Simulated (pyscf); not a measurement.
# Concerted two-bond exchange: Cl–Ge:–Cl [singlet] + NH₃ -> HN=Ge(Cl)–Cl + H₂

Gas phase, singlet surface, charge 0. Bonds broken: N4–H5, N4–H6. Bonds formed: Ge2–N4, H5–H6. Single points on ωB97X-D3(BJ)/def2-SVP structures (PySCF, gas phase).

Transition state (Å):

```xyz
7

Cl     1.2163     1.0691    -1.5527
Ge    -0.6013     0.9937    -0.3784
Cl     0.0176     1.7614     1.5640
N     -0.9797    -0.8021    -0.2675
H     -0.2837    -1.8536    -0.3408
H     -0.0005    -2.0433     0.4853
H     -1.7449    -1.0448     0.3737
```

One imaginary mode, 1103i cm⁻¹; descent along it reached the two sides named, in the forms told below.

```tsv
bond	change	reactant side (Å)	saddle	product side
N4–H5	breaks	1.022	1.263	3.8
N4–H6	breaks	1.024	1.751	3.9
Ge2–N4	forms	2.197	1.839	1.682
H5–H6	forms	1.659	0.894	0.761
```

Electronic energies relative to the separated reactants (kcal/mol):

```json
[
 {"level": "ωB97X-D3(BJ)/def2-TZVP", "barrier": "87.8", "reaction energy": "+48.0", "reverse barrier": "39.8"},
 {"level": "PBE/def2-TZVP", "barrier": "71.5", "reaction energy": "+47.1", "reverse barrier": "24.4"},
 {"level": "r²SCAN/def2-TZVP", "barrier": "72.5", "reaction energy": "+44.5", "reverse barrier": "27.9"},
 {"level": "B3LYP-D3(BJ)/def2-TZVP", "barrier": "79.4", "reaction energy": "+50.5", "reverse barrier": "28.9"},
 {"level": "PBE0-D3(BJ)/def2-TZVP", "barrier": "79.0", "reaction energy": "+49.1", "reverse barrier": "30.0"},
 {"level": "M06-2X/def2-TZVP", "barrier": "85.0", "reaction energy": "+46.2", "reverse barrier": "38.7"},
 {"level": "ωB97M-D3(BJ)/def2-TZVP", "barrier": "88.7", "reaction energy": "+52.2", "reverse barrier": "36.5"},
 {"level": "HF/def2-TZVP", "barrier": "109.7", "reaction energy": "+57.9", "reverse barrier": "51.9"}
]
```

With ωB97M-D3(BJ)/def2-TZVP energies and thermal terms (ideal gas, 1 atm, RRHO with modes under 100 cm⁻¹ raised to 100, one conformer, R ln 2 for chiral ones without a mode under 150 cm⁻¹), in kcal/mol:

| T (K) | ΔH‡ | ΔG‡ | ΔH | ΔG |
|---|---|---|---|---|
| 298 | 83.1 | 93.2 | +46.5 | +48.6 |
| 600 | 84.1 | 103.0 | +47.9 | +50.1 |
| 900 | 85.5 | 112.2 | +49.3 | +50.9 |
| 1200 | 86.7 | 120.9 | +50.3 | +51.3 |

On the reactant side the descent ends in an adduct with a Ge–N contact, 24.2 kcal/mol under the separated species and 112.0 kcal/mol under the saddle at ωB97X-D3(BJ)/def2-TZVP. What is counted as formed (Ge–N) is already present as a longer contact in the reactant adduct; forming that adduct is a step of its own. The same reactants have a lower exit, to HCl + H₂N–Ge:–Cl [singlet] (highest point, the separated products, at +11.2 kcal/mol at ωB97M-D3(BJ)/def2-TZVP, against +88.7 kcal/mol here). One saddle was located; it need not be the lowest between these sides. A restricted solution here is unstable towards spin polarisation, so biradical character is likely and single-reference numbers are less safe. Elements up to Kr have no core potential and no relativistic terms here.
